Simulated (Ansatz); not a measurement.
Reaction (atomization): `[CH3]`• → C• + 3 H•

Computed with Ansatz on PBE0-D4/def2-TZVP structures; ΔE is electronic, products minus reactants. CCSD(T)/CBS is frozen-core, at the limit of the def2 triple- and quadruple-zeta sets. Functionals use def2-TZVPP. B3LYP here is the variant with VWN-RPA as its local correlation; programs differ in this. Open shells (•) are unrestricted, without spin–orbit coupling. Spin–orbit coupling would lower the free atoms: a little for C.

(1) What is ΔE at CCSD(T)/CBS? (Best estimate.)

(2) What do these levels give: LDA (SPW92), PBE-D4, r2SCANh-D4, BHLYP-D4, ωB97M-V, revPBE, B3LYP, r2SCANh, CCSD(T)/def2-SVP, CCSD(T)/def2-TZVPP, HF/CBS(def2), MP2/cc-pV(D+d)Z? (An estimate is asked.)

Largest T1 diagnostic among the species: 0.009.

Answers

(1) The calculation gave: +13.32 eV.

(2) Ansatz gave: LDA (SPW92) 14.70, PBE-D4 13.46, r2SCANh-D4 13.48, BHLYP-D4 13.25, ωB97M-V 13.34, revPBE 13.19, B3LYP 13.44, r2SCANh 13.47, CCSD(T)/def2-SVP 12.81, CCSD(T)/def2-TZVPP 13.10, HF/CBS(def2) 10.54, MP2/cc-pV(D+d)Z 12.36 eV.

In def2-TZVPP, CCSD(T) changes the Hartree–Fock value by +2.57 eV (the triples alone add +0.07 eV) and MP2 by +2.49 eV; breaking electron pairs costs correlation energy, which Hartree–Fock lacks. At CCSD(T), def2-SVP lies −0.51 eV from the extrapolated value and def2-TZVPP −0.23 eV: correlation converges slowly with the basis, and small sets miss more of it in the bonded molecule than in its fragments.
